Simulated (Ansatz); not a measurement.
`CC#CO`, relaxed with RKS PBE-D4/def2-SVP in Ansatz from a rough embedded geometry. The force threshold is 0.03 eV/Å; the program also tests the step.

The species carries charge 0 and has multiplicity 1.

Start:

```xyz
8

C     0.336   -0.015    1.319
C    -0.041    0.086   -0.030
C    -0.374    0.172   -1.159
O    -0.813    0.389   -2.432
H     0.232   -1.078    1.721
H     1.435    0.236    1.499
H    -0.230    0.639    2.010
H    -0.545   -0.429   -2.928
```

| step | energy (eV) | largest force (eV/Å) | largest move (Å) |
| --- | --- | --- | --- |
| 1 | -5210.5307 | 5.409 | 0.000 |
| 2 | -5210.7419 | 0.901 | 0.041 |
| 3 | -5210.7695 | 0.297 | 0.015 |
| 4 | -5210.7729 | 0.064 | 0.017 |
| 5 | -5210.7732 | 0.019 | 0.005 |

End:

```xyz
8

C     0.367   -0.030    1.364
C    -0.044    0.092   -0.030
C    -0.390    0.182   -1.199
O    -0.798    0.368   -2.438
H     0.233   -1.066    1.741
H     1.435    0.238    1.514
H    -0.235    0.633    2.022
H    -0.568   -0.417   -2.974
```

Run time 3.5 s (2 threads of an Intel Xeon Platinum 8488C on a shared host); peak host memory 0.15 GiB.
